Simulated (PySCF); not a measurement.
Record of a relaxation.

Species: CH3BO.
Numbering: `[BH3-:1][C:2]#[O+:3]` (hydrogens: H4, H5, H6 on B1)
Bond orders are those of one Lewis drawing.

Method: PBE0-D3(BJ)/def2-SVP geometry optimisation, gas phase in PySCF; density fitting, grid level 1; the optimiser is geomeTRIC in internal coordinates, started from a GFN2-xTB structure with every atom displaced at random (about 0.01 Å). The frame can shift and turn from step to step; on so coarse a grid that alone can change the energy by a few meV, and forces under 0.02 eV/Å are noise.

Step 0: E = -3801.1362 eV, largest atomic force 1.950 eV/Å
```
atom  x, y, z in Å  |  force x, y, z in eV/Å
B1     -0.494   -0.020   -0.009   -1.550   1.164  -0.215
C2      0.953   -0.011    0.010    1.118  -0.009   0.082
O3      2.080   -0.021    0.026    0.811   0.029  -0.014
H4     -0.808   -0.870   -0.746   -0.300  -0.968  -0.791
H5     -0.868   -0.186    1.095   -0.212  -0.206   0.959
H6     -0.839    1.079   -0.420    0.133  -0.011  -0.021
```

Step 1: E = -3801.2608 eV, largest atomic force 0.307 eV/Å
```
atom  x, y, z in Å  |  force x, y, z in eV/Å
B1     -0.721   -0.081   -0.036   -0.236  -0.194  -0.023
C2      0.788   -0.081   -0.003    0.194   0.010  -0.008
O3      1.920   -0.058    0.004    0.002  -0.022   0.017
H4     -1.022   -0.980   -0.814    0.048   0.088   0.090
H5     -1.086   -0.270    1.113    0.036  -0.003  -0.033
H6     -0.988    1.028   -0.457   -0.045   0.121  -0.044
```

Step 2: E = -3801.2628 eV, largest atomic force 0.111 eV/Å
```
atom  x, y, z in Å  |  force x, y, z in eV/Å
B1     -0.724   -0.080   -0.038   -0.106  -0.004  -0.032
C2      0.791   -0.081   -0.003    0.098   0.027  -0.011
O3      1.923   -0.063    0.007   -0.020  -0.022   0.014
H4     -1.019   -0.979   -0.810    0.013   0.010   0.018
H5     -1.082   -0.272    1.112    0.017  -0.005   0.005
H6     -0.999    1.033   -0.460   -0.002  -0.005   0.006
```

Step 3: E = -3801.2633 eV, largest atomic force 0.045 eV/Å
```
atom  x, y, z in Å  |  force x, y, z in eV/Å
B1     -0.726   -0.078   -0.040   -0.007   0.041  -0.018
C2      0.792   -0.079   -0.005    0.013   0.015  -0.009
O3      1.924   -0.068    0.011   -0.010  -0.013   0.010
H4     -1.018   -0.978   -0.809   -0.002  -0.018  -0.009
H5     -1.076   -0.273    1.112    0.006  -0.004   0.014
H6     -1.006    1.035   -0.461    0.000  -0.021   0.011
```

Step 4: E = -3801.2635 eV, largest atomic force 0.048 eV/Å
```
atom  x, y, z in Å  |  force x, y, z in eV/Å
B1     -0.727   -0.076   -0.042    0.034   0.033  -0.007
C2      0.792   -0.078   -0.006   -0.028   0.004  -0.007
O3      1.924   -0.072    0.014    0.002  -0.006   0.006
H4     -1.017   -0.979   -0.809   -0.005  -0.015  -0.009
H5     -1.070   -0.273    1.112    0.001  -0.003   0.009
H6     -1.011    1.036   -0.461   -0.003  -0.013   0.007
```

Step 5: E = -3801.2636 eV, largest atomic force 0.038 eV/Å
```
atom  x, y, z in Å  |  force x, y, z in eV/Å
B1     -0.728   -0.074   -0.044    0.036   0.011  -0.001
C2      0.792   -0.076   -0.007   -0.035  -0.001  -0.004
O3      1.923   -0.076    0.017    0.008  -0.001   0.003
H4     -1.017   -0.979   -0.809   -0.003  -0.005  -0.001
H5     -1.065   -0.273    1.112   -0.002  -0.002   0.002
H6     -1.017    1.037   -0.460   -0.004  -0.003   0.002
```

Step 6: E = -3801.2637 eV, largest atomic force under 0.02 eV/Å
```
atom  x, y, z in Å  |  force x, y, z in eV/Å
B1     -0.727   -0.073   -0.045    0.017  -0.001   0.001
C2      0.792   -0.075   -0.008   -0.015  -0.001  -0.001
O3      1.923   -0.078    0.018    0.003   0.001   0.000
H4     -1.016   -0.980   -0.809   -0.001   0.001   0.002
H5     -1.062   -0.273    1.112   -0.001  -0.001  -0.001
H6     -1.021    1.037   -0.460   -0.003   0.002  -0.001
```

Q: Summarise the path.

A: The energy falls by 2.94 kcal/mol from step 0 to step 6; nine tenths of that is first reached at step 1. It falls at every step. The largest force goes from 1.950 to under 0.02 eV/Å. Among the bonds B1–C2 changes most, from 1.447 to 1.519 Å; the atoms move by 0.042 Å rms after alignment.

Q: Follow the three bonds and two angles with the largest change from start to end.

A: 
| step | E above end (kcal/mol) | largest force (eV/Å) | B1–C2 (Å) | B1–H4 (Å) | B1–H5 (Å) | C2–B1–H5 (°) | H5–B1–H6 (°) |
| --- | --- | --- | --- | --- | --- | --- | --- |
| 0 | 2.94 | 1.950 | 1.447 | 1.168 | 1.178 | 107.8 | 110.7 |
| 1 | 0.07 | 0.307 | 1.510 | 1.226 | 1.221 | 106.2 | 113.7 |
| 2 | 0.02 | 0.111 | 1.515 | 1.221 | 1.219 | 105.8 | 113.8 |
| 3 | 0.01 | 0.045 | 1.518 | 1.219 | 1.219 | 105.4 | 113.9 |
| 4 | 0.00 | 0.048 | 1.520 | 1.220 | 1.220 | 105.0 | 113.9 |
| 5 | 0.00 | 0.038 | 1.520 | 1.220 | 1.220 | 104.7 | 113.9 |
| 6 | 0.00 | under 0.02 | 1.519 | 1.221 | 1.220 | 104.5 | 113.9 |

What follows is the cost of the whole optimisation. The run took 8.2 s on an Arm Neoverse N1 with one thread (shared host), and the process peaked at 0.29 GiB of memory.
